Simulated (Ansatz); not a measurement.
Start from `OC(F)CF` and change one atom or group to get `CC(F)CF`.

Ansatz, PBE0-D4/def2-TZVP geometries, multiplicity 1. Each molecule was computed in one conformer, which needn't be the lowest.

```json
{"property": "LUMO energy (PBE0/def2-TZVPP) / eV", "`OC(F)CF`": "1.06"}
{"property": "size of the dipole moment (B3LYP/def2-TZVPP) / D", "`OC(F)CF`": "2.11"}
{"property": "HOMO–LUMO gap (PBE0/def2-TZVPP) / eV", "`OC(F)CF`": "10.25"}
{"property": "HOMO–LUMO gap (PBE/def2-TZVPP) / eV", "`OC(F)CF`": "7.50"}
{"property": "LUMO energy (B3LYP/def2-TZVPP) / eV", "`OC(F)CF`": "0.67"}
{"property": "HOMO–LUMO gap (ωB97M-V/def2-TZVPP) / eV", "`OC(F)CF`": "14.35"}
```

Task: Give the same properties after the change, and the shifts. (Best estimate.)

Result: Computed: 
```json
{"property": "LUMO energy (PBE0/def2-TZVPP) / eV", "`CC(F)CF`": "1.16", "shift": "0.10"}
{"property": "size of the dipole moment (B3LYP/def2-TZVPP) / D", "`CC(F)CF`": "2.90", "shift": "0.79"}
{"property": "HOMO–LUMO gap (PBE0/def2-TZVPP) / eV", "`CC(F)CF`": "10.43", "shift": "0.18"}
{"property": "HOMO–LUMO gap (PBE/def2-TZVPP) / eV", "`CC(F)CF`": "7.92", "shift": "0.42"}
{"property": "LUMO energy (B3LYP/def2-TZVPP) / eV", "`CC(F)CF`": "0.80", "shift": "0.13"}
{"property": "HOMO–LUMO gap (ωB97M-V/def2-TZVPP) / eV", "`CC(F)CF`": "14.27", "shift": "-0.08"}
```

With PBE0 the HOMO falls by 0.07 eV and the LUMO rises by 0.10 eV, so the gap widens by about 0.17 eV. PBE moves the HOMO by -0.09 eV and ωB97M-V by -0.03 eV. The zero-point energy changes by 59.4 kJ/mol with +6 modes. Dipoles are sizes alone; their direction can turn.

B3LYP here is the variant with VWN-RPA as its local correlation; programs differ in this.
